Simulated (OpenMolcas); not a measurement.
SiHOF (SMILES O[Si]F): the energy, rung by rung

SiHOF: 4 atoms, total charge 0, spin state singlet. SMILES: `O[Si]F`. The coordinates come from a GFN2-xTB relaxation.

```xyz
4

O    -0.5607    0.7358   -0.1787
Si    0.2701    0.0782    1.0294
F     0.9032   -1.2144    0.2263
H    -0.6125    0.4003   -1.0770
```

Each level gives the energy change with the Si2–F3 bond stretched from 1.648 to 2.884 Å (eV). The values are calculated.

| level | kind | program | value (eV) | less FCI/STO-3G |
| --- | --- | --- | --- | --- |
| HF/STO-3G (restricted) | Hartree–Fock | OpenMolcas | 7.59 | +3.31 |
| SVWN5/STO-3G (restricted) | LDA | OpenMolcas | 5.65 | +1.37 |
| PBE/STO-3G (restricted) | GGA | OpenMolcas | 5.24 | +0.96 |
| r2SCAN/STO-3G (restricted) | meta-GGA | OpenMolcas | 5.53 | +1.25 |
| M06-2X/STO-3G (restricted) | hybrid meta-GGA | OpenMolcas | 6.47 | +2.19 |
| B2PLYP/STO-3G (restricted) | double hybrid | OpenMolcas | 5.58 | +1.30 |
| CASPT2(2,2)/STO-3G | multireference | OpenMolcas | 4.18 | -0.10 |
| SC-NEVPT2(2,2)/STO-3G | multireference | OpenMolcas | 4.11 | -0.17 |
| CISD/STO-3G (restricted) | coupled cluster or CI | OpenMolcas | 4.94 | +0.66 |
| FCI/STO-3G | exact in the basis | OpenMolcas | 4.28 | 0.00 |

FCI/STO-3G is exact within its basis and frozen core, so for wave-function methods in that basis the difference is their error; functionals converge differently with the basis, so for them it is only a difference. Spin-restricted single references rise too steeply as a bond breaks, Hartree–Fock most of all. The first shape isn't each level's own minimum. The values span 4.11 to 7.59 eV. All rows use very small basis sets, so even the best lies far from the true value.
